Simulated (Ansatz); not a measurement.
Isolated molecules relaxed with PBE0-D4/def2-TZVP in Ansatz; ΔE leaves out vibrations. CCSD(T)/CBS adds triple-zeta CCSD(T) − MP2 to the extrapolated MP2 energy (def2 sets, frozen cores). This one scheme is used for every species. Functionals use def2-TZVPP. B3LYP here is the variant with VWN-RPA as its local correlation; programs differ in this. One conformer a species, not always the lowest.

`CSCF` + `N=C(F)Cl` → `C/N=C(/F)Cl` + `FCS`  (substitution at a C–S bond)

| level | ΔE (kcal/mol) |
| --- | --- |
| r2SCAN-D4 | 4.7 |
| B3LYP-D4 | 3.9 |
| B2PLYP | 4.1 |
| SCS-MP2/def2-QZVPP | 4.7 |

Q: What does CCSD(T)/CBS give? (An estimate is asked.)

A: Computed: +4.8 kcal/mol. The listed levels differ from it by -0.1, -0.9, -0.7, -0.1 kcal/mol.

Largest T1 diagnostic among the species: 0.013.
